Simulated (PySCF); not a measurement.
BN at M06

Computed with M06; basis B 6-31G(d,p), N 6-31G(d,p); no relativity; PySCF 2.14.

```json
{
 "state": "³Π (triplet), unpaired electrons σ ↑, π ↑",
 "bond length": "1.325 Å",
 "harmonic wavenumber": "1584 cm⁻¹",
 "force constant": "9.12 mdyn/Å",
 "rotational constant Be": "1.558 cm⁻¹",
 "anharmonicity ωexe": "12.3 cm⁻¹",
 "vibration–rotation constant αe": "0.0161 cm⁻¹",
 "well depth De to B + N": "106.2 kcal/mol",
 "dissociation energy D0": "104.0 kcal/mol",
 "bond order (Mayer)": "2.25",
 "dipole moment (positive dipole means B(−)N(+))": "-1.96 D"
}
```

The state is the lowest determinant that a PBE0 search found; another state may lie lower at other levels.
